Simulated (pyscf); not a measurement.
Single points on ωB97X-D3(BJ)/def2-SVP structures (PySCF, gas phase). Correlated levels are frozen-core, on RHF or UHF. ΔMP2 is the change of the MP2 total energy from the triple- to the quadruple-zeta basis.

Q: How much does it cost (ΔH, 298 K, CCSD(T)/def2-TZVPP + ΔMP2(QZVPP)) to split H₃Si–N=SiH–Cl at its N–Si bond into SiH₃• + [N=SiH–Cl]•?

A: N–Si to SiH₃• + [N=SiH–Cl]•: 116.4 kcal/mol. The radicals are drawn with the spin at the cut bond; how far it spreads was not checked. [N=SiH–Cl]• lies 31.3 kcal/mol over its isomer [HN=Si–Cl]• (electronic energy, ωB97M-D3(BJ)/def2-TZVP). The CCSD(T) − MP2 part came from Ansatz, without density fitting, on the same reference. A UHF reference is spin-contaminated (<S²> up to 1.05), which harms MP2 most.
